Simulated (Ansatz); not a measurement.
# C2H7Si: the cost of one run

The runs use Ansatz 0.2.0, Gaussian basis; BLYP-D4/def2-SVP.

**1. Where the work starts**

SMILES `[CH2+]C[SiH3]`, 10 atoms, charge 1, spin multiplicity 1.

Atoms are counted from 1 here; the program's logs count them from 0.

Bond lengths: C1–C2 1.347 Å, C1–H4 1.079 Å, C1–H5 1.079 Å, C2–H6 1.080 Å, C2–H7 1.080 Å, Si3–H8 1.458 Å, Si3–H9 1.458 Å, Si3–H10 1.460 Å. Angles: C2–C1–H4 121.7°, C2–C1–H5 121.8°, H4–C1–H5 116.0°, C1–C2–H6 121.2°, C1–C2–H7 121.4°, H6–C2–H7 115.9°, H8–Si3–H9 118.9°, H8–Si3–H10 117.2°, H9–Si3–H10 116.7°.

As a file:

```xyz
10

C    -0.5966    0.4031   -0.9956
C    -1.1006   -0.2173    0.0890
Si    1.2050   -0.1302    0.6398
H    -0.3303   -0.1421   -1.8882
H    -0.5614    1.4793   -1.0708
H    -1.3024   -1.2786    0.0841
H    -1.5337    0.3413    0.9062
H     1.4491    1.2893    0.8643
H     1.9266   -0.8077   -0.4306
H     0.8442   -0.9371    1.8018
```

**2. Dynamics**

md/in.yaml

```yaml
crystal:
  periodic: [false, false, false]
  atoms:
    - {symbol: C, position_ang: [-0.596560, 0.403070, -0.995620]}
    - {symbol: C, position_ang: [-1.100600, -0.217310, 0.089020]}
    - {symbol: Si, position_ang: [1.205040, -0.130200, 0.639830]}
    - {symbol: H, position_ang: [-0.330310, -0.142140, -1.888200]}
    - {symbol: H, position_ang: [-0.561440, 1.479260, -1.070810]}
    - {symbol: H, position_ang: [-1.302400, -1.278550, 0.084120]}
    - {symbol: H, position_ang: [-1.533750, 0.341310, 0.906160]}
    - {symbol: H, position_ang: [1.449140, 1.289350, 0.864300]}
    - {symbol: H, position_ang: [1.926640, -0.807690, -0.430600]}
    - {symbol: H, position_ang: [0.844220, -0.937100, 1.801800]}
basis:
  gaussian: {orbitals: def2-SVP}
total_charge: 1
hamiltonian: {xc: {name: BLYP}, dispersion: d4}
md: {n_steps: 40, timestep: 1.0, temperature: 700, ensemble: nvt_langevin, seed: 919, friction: 0.002, initial_velocities: maxwell_boltzmann}
```

The run is started by

```
> ansatz run in.yaml --threads 2 --pin off --events-out ev --progress --plain --max-ram 3481MiB
```

What time and memory should one allow on 2 threads of Intel Xeon 6975P-C, shared host?

About 25 s, with a peak of 0.13 GiB.
